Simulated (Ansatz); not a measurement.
```yaml
crystal:
  periodic: [false, false, false]
  atoms:
    - {symbol: Si, position_ang: [0.000000, 0.000000, 0.000000]}
    - {symbol: As, position_ang: [0.000000, 0.000000, 2.139000]}
basis:
  gaussian: {orbitals: def2-TZVP}
magnetization: {spin_polarized: true, initial_magnetization: 1}
hamiltonian: {xc: pbe0}
relax: {f_tol: 0.004, max_steps: 80}
```

```sh
$ ansatz run in.yaml --threads 1 --pin off --events-out ev --progress --plain --max-ram 2176MiB
```

Steps of the relaxation (energy above the last step; positions in Å, forces in eV/Å):

```
2
step 1, 11.4 meV
Si    0.000    0.000    0.000    0.000    0.000   -0.697
As    0.000    0.000    2.139    0.000    0.000    0.697
```

```
2
step 2, 0.1 meV
Si    0.000    0.000   -0.018    0.000    0.000    0.045
As    0.000    0.000    2.157    0.000    0.000   -0.045
```

```
2
step 3, 0.0 meV
Si    0.000    0.000   -0.017    0.000    0.000    0.002
As    0.000    0.000    2.156    0.000    0.000   -0.002
```

Close pairs at the end: Si1–As2 2.173 Å.

A stationary point of unrestricted PBE0 after 3 steps, with ⟨S²⟩ = 0.756 against 0.75 for a pure state. 41 s on 1 thread of Arm Neoverse V1, shared host.
